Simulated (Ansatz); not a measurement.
Ideal-gas functions of F₂Si, SMILES `F[Si]F` at 600 K and 1 bar, from an Ansatz frequency run at PBE0-D4/def2-TZVP.

Molar mass 66.08 g/mol, point group C2v (symmetry number 2), electronic degeneracy 1, moments of inertia 16.897, 57.694, 74.591 u Å². Harmonic wavenumbers (cm⁻¹, unscaled): 340, 855, 870.

Use S(trans) = R[1.5 ln M + 2.5 ln T − 1.1517]; rotational temperatures θ = 24.2544 K / I; S(rot) = R[ln(√π/σ · √(T³/θAθBθC)) + 1.5]; for each mode x = 1.438777 ν̃/T, S = R[x/(eˣ − 1) − ln(1 − e⁻ˣ)] and H = RT x/(eˣ − 1); 1 cm⁻¹ = 0.0119627 kJ/mol; R = 8.31446 J/(mol·K).

Q: By hand: the entropy, in J/(mol·K).

A: Translation 175.7. Rotation: θ = 1.4354, 0.4204, 0.3252 K, giving 98.0. Vibration, mode by mode: 10.24, 3.66, 3.56, in all 17.5. Electronic 0.0. Sum 291.2 J/(mol·K).

Q: By hand: H − E and G − E in kJ/mol, counted from the electronic energy.

A: Zero-point energy ½ × 2065 × 0.0119627 = 12.4; thermal vibration 6.2; translation, rotation and pV give 4 RT = 20.0. H − E = 38.6 kJ/mol, and G − E = 38.6 − 600 × 291.2/1000 = -136.1 kJ/mol.

Vibration gives 6 % of the entropy.
